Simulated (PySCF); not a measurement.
PH3.
InChI=1S/H3P/h1H3

Computed with B3LYP/IGLO-III in PySCF (dipole) on a GFN2-xTB geometry, gas phase.

Take the most abundant isotopes and a rigid rotor. 

(1) Give the principal moments of inertia and the rotational constants in MHz.

(2) What kind of rotor is it?

(3) Is it planar, by Δ = Ic − Ia − Ib?

(4) Give the other two planar moments, Paa and Pbb, and the rms extents of the mass along the axes.

(5) Where do the R-branch lines fall?

## Answers

(1) Ia = 3.64, Ib = 3.64, Ic = 4.03 u·Å²; 505379 MHz·u·Å²/I gives A = 138825, B = 138807, C = 125386 MHz.

(2) An oblate symmetric top, as the point group C3v requires two equal moments; the computed ones differ by 0.01 % because the geometry is symmetric only within the optimiser's tolerance. Ray's parameter κ = (2B − A − C)/(A − C) = 0.997; −1 is the prolate and +1 the oblate limit.

(3) Not planar: Δ = Ic − Ia − Ib = -3.25 u·Å². For a rigid frame Δ = −2 Σ m c², so Σ m c² = 1.63 u·Å² lies off the ab plane: 1.48 from hydrogen and 0.14 from heavier atoms. The atom farthest from that plane is 0.70 Å away.

(4) Paa = Σ m a² = (Ib + Ic − Ia)/2 = 2.02 and Pbb = Σ m b² = (Ia + Ic − Ib)/2 = 2.02 u·Å². With the mass M = 34.00 u, the rms extents √(P/M) along a, b and c are 0.24, 0.24, 0.22 Å.

(5) The dipole of 0.56 D lies along the symmetry axis, so ΔK = 0 and J+1 ← J falls at 2B(J+1) for every K: 277.63 GHz, 555.26 GHz, 832.89 GHz, 1110.53 GHz, 1388.16 GHz for J = 0 to 4.

Stationary, but not proved a minimum. Constants of a rigid frame at the computed geometry: no zero-point averaging, no centrifugal distortion.

Rough CPU time on one thread of a shared machine: under 1 s. This is the B3LYP/IGLO-III job that gave the dipole, with the shieldings it also computed.
